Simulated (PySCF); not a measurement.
## Phosphorus: a sound run and one with changed settings

Sound run: P [Ne] 3s2 3p3, P⁺ [Ne] 3s2 3p2. Calculation: PySCF 2.14, in pcseg-2; no relativity, point nucleus. The sound run starts from symmetry-adapted Hartree-Fock orbitals and uses a fine grid where one is needed.

A second run was set up differently.

| species | method | sound run (hartree) | changed run (hartree) | converged |
| --- | --- | --- | --- | --- |
| P | UHF | -340.70921 | -339.51000 | no |
| P | B3LYP | -341.28896 | -340.84117 | no |
| P | M06-2X | -341.24787 | -340.57023 | no |
| P⁺ | UHF | -340.34439 | -340.20083 | no |
| P⁺ | B3LYP | -340.90694 | -340.78695 | no |
| P⁺ | M06-2X | -340.86798 | -340.15043 | no |

Task: What was changed?
A. angular grid far too coarse
B. all electrons correlated in a valence basis
C. basis contracted for another Hamiltonian
D. level shift left on

Result: D. It used initial guess 1e, at most 50 SCF cycles, level shift 10.0 hartree. A level shift slows the SCF but leaves a converged energy unchanged.
